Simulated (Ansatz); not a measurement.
# AlHF+ (triplet): from Hartree-Fock to the top rungs, 6-31G

How much of the correlation energy of AlHF+ (triplet) does each wave-function method recover here?

Computed with Ansatz 0.2.0, Gaussian basis. Level: 6-31G, core rule «outside noble gas», up to 6 orbitals frozen.

Plan: UHF; CCSD(T) on ROHF; CCSD(T) on UHF; BCCD(T) on ROHF; CISD; CCSDT(Q) on ROHF; CCSDT(Q) on UHF; CCSDTQ on ROHF; CCSDTQ on UHF; Full CI.

12 further runs of the same task are left out: 10 for a known fault of the program, 2 set aside as unsound or not needed.

**1. What is computed**

The geometry is a PBE0/def2-TZVP stationary point (not a proven minimum) of the parent state, kept for this charge and spin.

3 atoms, charge 1, spin multiplicity 3.

Atoms are counted from 1 here; the program's logs count them from 0.

Bond lengths: Al1–F2 1.656 Å, Al1–H3 1.607 Å. Angles: F2–Al1–H3 115.4°.

**2. UHF**

Input file in.yaml:

```yaml
crystal:
  periodic: [false, false, false]
  atoms:
    - {symbol: Al, position_ang: [0.000000, -0.115297, 0.645226]}
    - {symbol: F, position_ang: [0.000000, 0.098231, -0.996846]}
    - {symbol: H, position_ang: [0.000000, 1.234843, 1.517246]}
basis:
  gaussian: {orbitals: 6-31G}
total_charge: 1
magnetization: {spin_polarized: true, initial_magnetization: 2}
hamiltonian: {xc: hf}
output: {orbitals: {seedname: orbitals}}
```

Started as:

```console
$ ansatz run in.yaml --threads 1 --pin off --events-out ev --progress --plain --max-ram 4096MiB --backend cpu
```

Further steps of the session: CCSD(T) on ROHF; CCSD(T) on UHF; BCCD(T) on ROHF; CISD; CCSDT(Q) on ROHF; CCSDT(Q) on UHF; CCSDTQ on ROHF; CCSDTQ on UHF; Full CI.

Before running them: what should the planned runs give, taken together? Wanted: FCI below the RHF energy; RMP2 from FCI; UMP2 from FCI; RCCSD from FCI; RCCSD(T) from FCI; UCCSD(T) from FCI; RCCSDT(Q) from FCI; UCCSDT(Q) from FCI; T1 diagnostic.

**Answer**, as computed:

```
                         quantity                                                                                value
         FCI below the RHF energy                                                                           -4.1273 eV
                    RMP2 from FCI                                                                       +4.10 kcal/mol
                    UMP2 from FCI                                                                       +3.59 kcal/mol
                   RCCSD from FCI                                                                       +2.98 kcal/mol
                RCCSD(T) from FCI                                                                       +0.61 kcal/mol
                UCCSD(T) from FCI                                                                       +0.59 kcal/mol
               RCCSDT(Q) from FCI                                                                       +0.05 kcal/mol
               UCCSDT(Q) from FCI                                                                       -0.20 kcal/mol
levels within 1 kcal/mol (43 meV)  RCCSD(T), UCCSD(T), BCCD(T), RCCSDT, UCCSDT, RCCSDT(Q), UCCSDT(Q), RCCSDTQ, UCCSDTQ
                    T1 diagnostic                                                                                0.045
   effectively unpaired electrons                                                                                 2.02
```

**Reading.** RCCSD(T) misses by +0.61 kcal/mol, 0.6 % of the correlation energy. UCCSDT(Q) falls below full CI: unrestricted runs freeze a spin-polarised core, another one than full CI's, and coupled cluster isn't variational. The occupations are near whole numbers, but T1 = 0.045 shows that the orbitals relax strongly. These misses are within one basis, not against nature; the frozen cores of restricted and unrestricted runs differ, which can shift their rows.
